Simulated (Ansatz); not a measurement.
A nudged elastic band was laid between two geometries of BH4N + H3P (10 atoms, charge 0, multiplicity 1).

These are results of Ansatz 0.2.0, RKS PBE/def2-SVP, not measurements.

* movable images: 5
* climbing image: yes
* spring: 5.0 eV/Å²
* optimiser: quadratic models (default)
* start path: through a guess of the saddle point
* force threshold: 0.05 eV/Å
* iteration limit: 60
* end points: relaxed

Image 0:

```xyz
10
Properties=species:S:1:pos:R:3
B 0.463 -0.935 0.956
N 1.404 0.079 1.146
H 0.680 -1.794 0.120
H -0.547 -0.934 1.637
H -0.505 1.244 -0.995
P -1.602 1.099 -1.919
H 2.276 0.143 0.619
H 1.292 0.829 1.830
H -1.063 -0.128 -2.448
H -2.398 0.396 -0.945
```

Image 6:

```xyz
10
Properties=species:S:1:pos:R:3
B -0.008 -0.588 0.080
N 1.075 0.509 0.654
H 0.670 -1.405 -0.539
H -0.559 -1.057 1.073
H 1.531 1.011 -0.124
P -1.157 0.429 -1.190
H 1.809 0.056 1.219
H 0.625 1.223 1.247
H -1.599 -0.687 -1.978
H -2.386 0.510 -0.443
```

Which bonds break or form, and what moves?

Bonds broken: H5–P6. Bonds formed: B1–P6, N2–H5. BH4N + H3P becomes BH7NP.

What energy profile does the band end with?

It converged. The highest image is number 2 of 0 to 6, 148.9 kJ/mol above the first end and 150.4 kJ/mol above the last; the last end lies 1.4 kJ/mol below the first. Neighbouring images differ by up to 1.4 eV, so the band resolves the path poorly. A vibrational analysis at the climbing image gives one clearly imaginary mode, 1244i cm⁻¹: a first-order saddle point. The orbitals stay closed-shell, which can raise the energy where a bond breaks towards radicals; this wasn't checked here.

```csv
image,path coordinate (Å),energy (kJ/mol),H5–P6 (Å),B1–P6 (Å),N2–H5 (Å)
0,0.00,0.0,1.44,4.08,3.10
1,1.07,9.3,1.45,3.34,2.44
2,2.15,148.9,1.71,2.43,1.38
3,2.82,35.7,2.12,2.05,1.05
4,3.49,4.7,2.65,1.99,1.04
5,4.16,1.0,2.80,1.99,1.03
6,4.84,-1.4,2.95,1.99,1.03
```

What is the geometry of the highest image?


```xyz
10
Properties=species:S:1:pos:R:3:forces:R:3
B 0.047 -0.612 0.412 0.00 0.01 0.00
N 1.134 0.428 0.758 0.00 0.02 0.01
H 0.418 -1.576 -0.226 0.01 0.00 0.00
H -0.837 -0.719 1.239 0.00 0.00 0.00
H 0.234 0.823 -0.209 0.02 -0.02 0.01
P -1.079 0.699 -1.302 0.01 0.02 -0.01
H 2.096 0.274 0.444 -0.01 -0.01 -0.01
H 1.090 0.914 1.657 -0.01 0.00 -0.01
H -0.860 -0.440 -2.138 0.00 -0.01 -0.01
H -2.244 0.209 -0.635 -0.02 -0.01 0.01
```

The band took 12 iterations and roughly 80 core-seconds.

Run time: 42 s on 2 threads of AMD EPYC 9R14 (Zen 4), on a shared host, peak memory 0.13 GiB.
